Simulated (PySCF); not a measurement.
# C2HF3O (trifluoroacetaldehyde): the cost of one run

Computed with PySCF 2.14.0, with density-fitted response routines of our own, on a single molecule in the gas phase. Atoms count from 0, in the outputs and in this text.

## (1) Starting geometry

7 atoms, charge 0, multiplicity 1; geometry from: GFN2-xTB. The atoms were then displaced at random by about 0.01 Å, so the start is not that level's minimum.

Bonds of the start (Å): O0–C1 1.21, C1–C2 1.56, C2–F3 1.34, C2–F4 1.32, C2–F5 1.33, C1–H6 1.11.

## (2) Geometry optimisation at PBE0-D3(BJ)/def2-SVP

Job settings and geometry (Å):

```
{"job": {"xc": "PBE0", "basis": "def2-SVP", "d3": "d3bj", "grid": 1, "shake": 0.01, "kind": "geom"}, "charge": 0, "multiplicity": 1}
O      1.493750    -1.012340    -0.651000
C      0.907720    -0.034140    -0.236970
C     -0.612310    -0.009840     0.128760
F     -0.708600     0.328110     1.423740
F     -1.204040    -1.177380    -0.069290
F     -1.235860     0.926360    -0.589180
H      1.393290     0.950130    -0.055980
```

Started as:

```
> OMP_NUM_THREADS=1 python probes_run.py task.json out
```

The driver reads the jobs from task.json and runs them one after another.

**Question.** How long does this first job take on 1 thread of Arm Neoverse V2, shared host, and how much memory does it need?

About 24 s, with a peak of 0.38 GiB.
